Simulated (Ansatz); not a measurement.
H₃Si–BH₂⁺, doublet in cc-pVDZ: errors against UCCSDT(Q)

Geometry: that of the H3Si–BH2, singlet, kept fixed.

```xyz
7

Si    0.0000    0.0022    0.5789
B     0.0000    0.0095   -1.4317
H     0.0000    1.3466    1.2152
H     1.2022   -0.7415    1.0572
H    -1.2022   -0.7415    1.0572
H     0.0000    1.0072   -2.0896
H     0.0000   -1.0351   -2.0149
```

Basis cc-pVDZ; Ansatz 0.2.0. Correlated methods freeze the noble-gas cores, which leaves 11 electrons in 51 orbitals. R marks a restricted (for open shells ROHF) determinant, U an unrestricted one. Active spaces: frontier = (9e, 9o) about the gap.

Full CI isn't at hand for all of this; UCCSDT(Q) serves as the reference, and is uncertain by the last step of the cluster series or more. The frozen core follows each run's orbitals, which can shift R against U totals by a few meV.

For open shells CISD is restricted-active-space CI with the open shells as a complete middle space.

The UHF ⟨S²⟩ is 0.758, the T1 diagnostic (RCCSD) is 0.0213 and the largest doubles amplitude (RCCSD) is 0.031. The T1 diagnostic (UCCSD) is 0.0170.

```tsv
level	E − E(UCCSDT(Q)) (kJ/mol)	share of correlation (%)	wall time
RHF	577.4	0.00	–
UHF	570.6	1.17	–
RMP2	137.9	76.13	–
UMP2	137.5	76.18	–
CISD	59.7	89.65	4.2 s
RCCSD	16.3	97.18	–
UCCSD	16.2	97.19	–
RCCSD(T)	3.8	99.35	10 s
UCCSD(T)	3.8	99.34	11 s
BCCD(T)	3.7	99.36	5.5 s
RCCSDT	0.4	99.94	–
UCCSDT	0.4	99.94	–
RCCSDT(Q)	0.1	99.99	75 s
```

The correlation energy at UCCSDT(Q), counted from RHF, is -5.985 eV. That run took 68 s on 1 thread of Arm Neoverse V1, shared host.

Run but not shown, since their state, orbitals or frozen core can't be matched to the reference's or they repeat it: CASSCF (frontier space), NEVPT2 (frontier space), MRCISD (frontier space), MRCISD+Q (frontier space).

Times hold each run's SCF and search for its determinant on a shared host, so for small cases they say little of a method's own cost; they ran on 1 thread of Arm Neoverse V1. Some runs computed forces too.
